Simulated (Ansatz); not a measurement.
A made-up structure of SiHOF, closed shell:

```
4
angstrom
O 0.7155 -0.9472 1.3242
Si 0.0577 -0.0327 0.0706
F -1.4449 -0.3602 -0.7939
H 0.6717 1.3401 -0.6009
```

It is relaxed with PBE-D4/def2-SVP and then PBE0-D4/def2-TZVP (Ansatz 0.2.0). Atoms count as bonded within 1.22 times the sum of their covalent radii (H–H: 0.88 Å). The end point is not checked to be a true minimum.

Task: Does its bonding change? (A judgement: the text doesn't fix the answer.)

Result: By the calculation: No: no bond forms or breaks.

Where it ends: The first stage lowers the energy by 0.88 eV in 6 steps. It ends as SiHOF ([O][SiH][F]):
```json
{"atom": "O1", "x (Å)": "0.6392", "y (Å)": "-0.8462", "z (Å)": "1.1820"}
{"atom": "Si2", "x (Å)": "0.0516", "y (Å)": "-0.0291", "z (Å)": "0.0631"}
{"atom": "F3", "x (Å)": "-1.2897", "y (Å)": "-0.3221", "z (Å)": "-0.7091"}
{"atom": "H4", "x (Å)": "0.5989", "y (Å)": "1.1974", "z (Å)": "-0.5360"}
```

Labels in which every atom is bracketed show which atoms are joined, not bond orders.

For scale, one of the runs: PBE0-D4/def2-TZVP relaxation, 105 basis functions, launched by `ansatz run in.yaml --threads 2 --pin off --events-out ev --progress --plain --max-ram 4352MiB`. Hardware: 2 CPU threads of an Arm Neoverse V2, shared host. Wall time about 6 s.
